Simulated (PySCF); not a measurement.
## State search for BC

Unrestricted PBE0; B def2-TZVPP, C def2-TZVPP; no relativity (PySCF 2.14). Outer shells of the fragments: B 2s2 2p1; C 2s2 2p2.

Followed along the bond (rough minima from three points):

| 2Ms+1 | unpaired | ⟨S²⟩ at the start | R at minimum (Å) | Te (eV) |
| --- | --- | --- | --- | --- |
| 4 | σ ↑, π ↑↑ | 3.75 | 1.48 | 0.00 |
| 2 | σ ↓, π ↑↑ | 1.77 | 1.49 | 0.35 |
| 2 | σ ↑, π ↑↓ | 1.76 | 1.49 | 0.47 |
| 2 | π ↑ | 1.56 | 1.39 | 0.62 |
| 2 | σ ↑ | 0.76 | 1.50 | 1.49 |

Solutions found at the starting distance of 1.525 Å, counted from the lowest of them; the search is not exhaustive and high or unbound solutions are not listed, so other states can lie among these:

```
2Ms+1   unpaired   term  E (eV)  ⟨S²⟩  ⟨Lz²⟩  μ (D)
    4  σ ↑, π ↑↑    ⁴Σ⁻    0.00  3.75   0.00  -1.39
    2  σ ↓, π ↑↑  mixed    0.34  1.77   0.00  -1.33
    2  σ ↑, π ↑↓  mixed    0.46  1.76   2.01  -1.34
    2        π ↑  mixed    0.94  1.56   1.00  -1.04
    2        σ ↑  mixed    1.47  0.76   2.00  -1.36
    4  σ ↑↑, π ↑     ⁴Π    1.56  3.76   1.01  -0.80
    2        π ↑     ²Π    2.24  0.75   1.00   1.14
    4      π ↑↑↑     ⁴Π    4.40  3.78   1.00  -0.93
```

A term symbol is given only where ⟨S²⟩ and ⟨Lz²⟩ are close to those of a pure state; real π, δ and φ orbitals otherwise mix terms. A positive dipole means B(−)C(+).
